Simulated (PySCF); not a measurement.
# [SO2]2+: singlet, from a side-on start

Method: PBE0, basis S def2-TZVP, O def2-TZVP, no relativity, density fitting; program: PySCF 2.14.0.

### 1 Where the work starts

3 atoms, charge 2, spin multiplicity 1.

Bond lengths: S1–O2 1.710 Å, S1–O3 1.710 Å, O2–O3 1.440 Å. Angles: O2–S1–O3 49.8°, S1–O2–O3 65.1°, S1–O3–O2 65.1°.

Coordinates in bohr (charge 2 multiplicity 1):
```
S     0.0000    0.0000    0.0000
O     1.3606    0.0000    2.9306
O    -1.3606    0.0000    2.9306
```

### 2 First SCF at the start

One driver script runs all steps and calls PySCF; scf.py shows how it sets up the SCF of each step. The optimiser is the driver's own. After this first run the driver tries any further starts and a stability analysis.

Input file scf.py:

```python
from pyscf import gto, scf, dft
mol = gto.M(atom='''
S      0.000000     0.000000     0.000000
O      0.720000     0.000000     1.550800
O     -0.720000     0.000000     1.550800''',
    basis={'S': 'def2-TZVP', 'O': 'def2-TZVP'},
    charge=2, spin=0)
mf = dft.RKS(mol, xc='PBE0')
mf.grids.atom_grid = (50, 194)
aux = {'S': 'def2-universal-JKFIT', 'O': 'def2-universal-JKFIT'}
mf = mf.density_fit(auxbasis=aux)
mf.conv_tol = 1e-08
mf.diis_space = 10
mf.max_cycle = 60
mf.init_guess = 'minao'
mf.verbose = 4
mf.kernel()
```

On the command line:

```bash
$ OMP_NUM_THREADS=2 python axn.py task.json out
```

Q: Estimate the wall time on 2 threads of Arm Neoverse V1, shared host.

About 5 s, with a peak of 0.37 GiB.
